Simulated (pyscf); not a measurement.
Elementary routes open to silicon monoxide (O=Si:) [singlet] + ammonia (NH₃) in the gas phase (singlet surface):
A. H₂N–Si:–OH [singlet] (H–N broken; N–Si, H–O formed)
B. H₂N–SiH=O (H–N broken; N–Si, H–Si formed)

Structures and frequencies: ωB97X-D3(BJ)/def2-SVP in PySCF. MP2 and CC: frozen core, UHF for open shells. ΔMP2 is the change of the MP2 total energy from the triple- to the quadruple-zeta basis.

### Question
Rank the routes by free-energy barrier at 600 K, lowest first, for CCSD(T)/def2-TZVPP + ΔMP2(QZVPP) energies (ideal gas, 1 atm, RRHO with modes under 100 cm⁻¹ raised to 100, one conformer, R ln 2 for chiral ones without a mode under 150 cm⁻¹).

### Answer
A (26.6 kcal/mol), B (61.0 kcal/mol)

Route A is the fastest of these, ahead of the next by 34.4 kcal/mol. The most stable products are those of A (ΔG = -8.9 kcal/mol), so kinetics and thermodynamics agree. At 1200 K A is still the fastest. A: On the reactant side the descent ends in a bound adduct, 11.6 kcal/mol under the separated species and 16.4 kcal/mol under the saddle at ωB97X-D3(BJ)/def2-TZVP. B: On the reactant side the descent ends in a bound adduct (not fully relaxed), 11.6 kcal/mol under the separated species and 55.1 kcal/mol under the saddle at ωB97X-D3(BJ)/def2-TZVP. Only these routes are compared; each barrier is that of the saddle found, and lower ones may exist. The CCSD(T) − MP2 part came from Ansatz, without density fitting, on the same reference.
